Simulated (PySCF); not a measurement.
Question: Write Cartesian coordinates for `CCC[N+]#[C-]` as optimised with GFN2-xTB.

Answer: 
```xyz
12
C4H7N angstrom
C      2.430    1.173    0.649
N      1.727    0.278    0.412
C      0.858   -0.775    0.106
C     -0.372   -0.273   -0.658
C     -1.240    0.636    0.203
H      0.552   -1.252    1.043
H      1.408   -1.504   -0.499
H     -0.948   -1.140   -0.986
H     -0.040    0.269   -1.547
H     -0.669    1.496    0.546
H     -2.093    0.995   -0.368
H     -1.611    0.098    1.073
```

Any rigid rotation of these coordinates is as good. Atoms count from 1 in this order. The 2 C–N bonds span 1.162 Å (C1≡N2, drawn triple) to 1.400 Å (N2–C3, drawn single), a spread of 0.238 Å. Of the pairs four or more bonds apart, N2···H10 is among the closest relative to their van der Waals radii: 2.69 Å, 98 % of the sum of Bondi's values.

Bonds between heavy atoms (Å): C1≡N2 1.162, N2–C3 1.400, C3–C4 1.532, C4–C5 1.524.

Structure optimised with GFN2-xTB, isolated species.

Point group: C1 (no symmetry element, even within 0.4 Å). No frequency check. One conformer, not necessarily the lowest (N2–C3–C4–C5 -66°).

The numbers are calculated, not measured.
